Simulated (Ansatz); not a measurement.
Al2H, doublet: the ladder up to UCCSDT(Q)

Geometry: displaced at random from a stationary point.

```yaml
atoms:
  - { symbol: Al, position_ang: [0.0844, 0.0052, 0.3476] }
  - { symbol: Al, position_ang: [-0.0805, 0.0136, -2.3178] }
  - { symbol: H, position_ang: [-0.0039, -0.0188, 1.9702] }
```

Basis cc-pVTZ; Ansatz 0.2.0. Correlated methods freeze the noble-gas cores, which leaves 7 electrons in 72 orbitals. R marks a restricted (for open shells ROHF) determinant, U an unrestricted one. Active spaces: valence = (7e, 9o) chosen from the atoms' valence shells.

Full CI isn't at hand for all of this; UCCSDT(Q) serves as the reference, and is uncertain by about the last step of the cluster series. The frozen core follows each run's orbitals, which can shift R against U totals by a few meV.

HF rows are the lowest solutions found. Coupled cluster chose its determinant by trial CCSD, here up to 0.04 eV above the lowest Hartree–Fock solution of its kind, and MP2 stands on that determinant too.

The UHF ⟨S²⟩ is 1.141, the ⟨S²⟩ of the determinant under UCCSD is 0.820 and the T1 diagnostic (RCCSD) is 0.0243. The largest doubles amplitude (RCCSD) is 0.069 and the T1 diagnostic (UCCSD) is 0.0381.

| level | E − E(RHF) (eV) |
| --- | --- |
| RMP2 | -3.1879 |
| UMP2 | -3.1292 |
| RCCSD | -4.0230 |
| UCCSD | -4.0257 |
| RCCSD(T) | -4.1989 |
| UCCSD(T) | -4.1967 |

Problem. Estimate how far UCCSDT(Q) in cc-pVTZ lies from RCCSD(T). The table doesn't fix it; the size of (T) and the diagnostics are the guide.

Solution. UCCSDT(Q) in cc-pVTZ lies 1.24 kcal/mol below RCCSD(T), which is 31 % of the (T) step (-4.06 kcal/mol). The diagnostics give no warning, yet the rest is a sizeable part of (T). The miss exceeds 1 kcal/mol.

The other levels:

```tsv
level	E − E(UCCSDT(Q)) (kcal/mol)	share of correlation (%)	wall time
BCCD(T)	1.24	98.74	48 s
RCCSDT	0.26	99.74	–
UCCSDT	0.25	99.74	–
RCCSDT(Q)	0.01	99.99	3.3 min
CASSCF (valence space)	54.04	44.90	–
NEVPT2 (valence space)	16.24	83.44	18 s
```

The correlation energy at UCCSDT(Q), counted from RHF, is -4.253 eV. That run took 5 min on 1 thread of AMD EPYC, shared host.

Run but not shown, since their state or frozen core can't be matched to the reference's or they repeat it: UHF.

Times hold each run's SCF and search for its determinant on a shared host, so for small cases they say little of a method's own cost; they ran on 1 thread of AMD EPYC.

Natural occupations of CASSCF (valence space) about the gap: 1.975 1.935 1.869 0.992 0.072 0.056 0.047 0.038 0.015; effectively unpaired electrons, Σ n²(2−n)², 1.12.
